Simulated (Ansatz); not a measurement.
```yaml
crystal:
  periodic: [false, false, false]
  atoms:
    - {symbol: Ge, position_ang: [-2.225921, -0.076273, -0.001212]}
    - {symbol: P, position_ang: [0.000176, 0.156791, 0.001310]}
    - {symbol: Ge, position_ang: [2.225745, -0.080518, -0.000098]}
basis:
  gaussian: {orbitals: def2-TZVP}
magnetization: {spin_polarized: true, initial_magnetization: 3}
hamiltonian: {xc: pbe0}
relax: {f_tol: 0.004, max_steps: 80}
```

```sh
$ ansatz run in.yaml --threads 1 --pin off --events-out ev --progress --plain --max-ram 2176MiB
```

Steps of the relaxation (energy above the last step; positions in Å, forces in eV/Å):

```
3
step 1, 11.6 meV
Ge   -2.226   -0.076   -0.001   -0.071    0.043    0.000
P     0.000    0.157    0.001   -0.001   -0.085   -0.001
Ge    2.226   -0.081    0.000    0.072    0.043    0.000
```

```
3
step 2, 8.1 meV
Ge   -2.234   -0.065   -0.001   -0.002    0.041    0.000
P     0.000    0.134    0.001    0.000   -0.082   -0.001
Ge    2.234   -0.069    0.000    0.002    0.041    0.000
```

```
3
step 3, 1.1 meV
Ge   -2.249   -0.007   -0.001    0.110    0.007    0.000
P     0.000    0.019    0.000    0.000   -0.014    0.000
Ge    2.249   -0.012    0.000   -0.110    0.007    0.000
```

```
3
step 4, 0.0 meV
Ge   -2.239    0.000   -0.001   -0.023    0.001    0.000
P     0.000    0.003    0.000    0.000   -0.002    0.000
Ge    2.239   -0.004    0.001    0.023    0.001    0.000
```

```
3
step 5, 0.0 meV
Ge   -2.241    0.002   -0.001    0.000    0.000    0.000
P     0.000    0.001    0.000    0.000    0.000    0.000
Ge    2.241   -0.002    0.001    0.000    0.000    0.000
```

Close pairs at the end: Ge1–P2 2.241 Å, P2–Ge3 2.241 Å.

A stationary point of unrestricted PBE0 after 5 steps, with ⟨S²⟩ = 3.792 against 3.75 for a pure state; no frequencies were run, so it isn't proven a minimum. 4.3 min on 1 thread of Intel Xeon 6975P-C, shared host.
